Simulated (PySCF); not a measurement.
## Vertical excitation energies

Compound: C₄H₆O.
SMILES: `C=C=COC`

Computed, not measured: PySCF 2.14.0, density-fitted response routines, TDDFT CAM-B3LYP/def2-SVPD, vertical, gas phase, core orbitals frozen in the response. Isolated species at its GFN2-xTB geometry (one conformer only). Torsions of this conformer, `[CH2:1]=[C:2]=[CH:3][O:4][CH3:5]`: C2–C3–O4–C5 178°.

Task: What does the calculation give for the low-lying excited states?

Result: 

```tsv
state	E (eV)	E (kJ/mol)	λ (nm)	f	|μ| (D)	main configurations (H = HOMO, L = LUMO)
S1	4.71	455	263.2	0.0009	0.22	H→L (88%), H→L+1 (9%)
S2	6.36	614	194.9	0.017	0.84	H→L+1 (71%), H→L+3 (9%), H→L (9%)
S3	6.75	651	183.7	0.302	3.44	H→L+2 (88%)
S4	6.88	663	180.3	0.0003	0.10	H-1→L+2 (94%)
S5	7.02	678	176.5	0.0086	0.57	H→L+3 (83%), H→L+1 (9%)
S6	7.49	723	165.6	0.014	0.71	H→L+4 (68%), H→L+5 (19%)
S7	7.51	725	165.0	0.546	4.38	H-1→L (77%), H-1→L+3 (9%)
S8	7.83	756	158.3	0.288	3.11	H-1→L+1 (44%), H-1→L+3 (41%)
```

Triplets (Tamm–Dancoff): T1 4.30 eV, H→L+2 (77%), H-1→L (9%); T2 4.34 eV, H→L (85%), H→L+1 (10%); T3 4.64 eV, H-1→L (68%), H-1→L+1 (13%), H→L+2 (10%).

The lowest singlet lies at 4.71 eV (263 nm, ultraviolet) and is very weak; its leading configuration is HOMO→LUMO (88%). The most intense listed level is S7 at 7.51 eV (165 nm, f = 0.546), 2.80 eV above S1. Löwdin shares by element: HOMO carbon 59% or more, oxygen 28%; LUMO carbon 72% (atoms not listed hold the other 28%). The listed states span 3.12 eV, and the widest gap between neighbours is 1.65 eV (S1 to S2). The oscillator strengths of these states sum to 1.178; summed over the whole spectrum of an exact calculation they would give the number of electrons, 38 (Thomas–Reiche–Kuhn). Weighted by f, the mean energy of these states is 7.37 eV. No computed singlet lies in the visible range (380 to 750 nm); the lowest, at 263 nm, stands 1.45 eV above its violet end (3.26 eV). Only the lowest 8 singlets were computed, as vertical energies without vibronic structure.

The run took 13 s on Arm Neoverse V2, one thread (shared host).
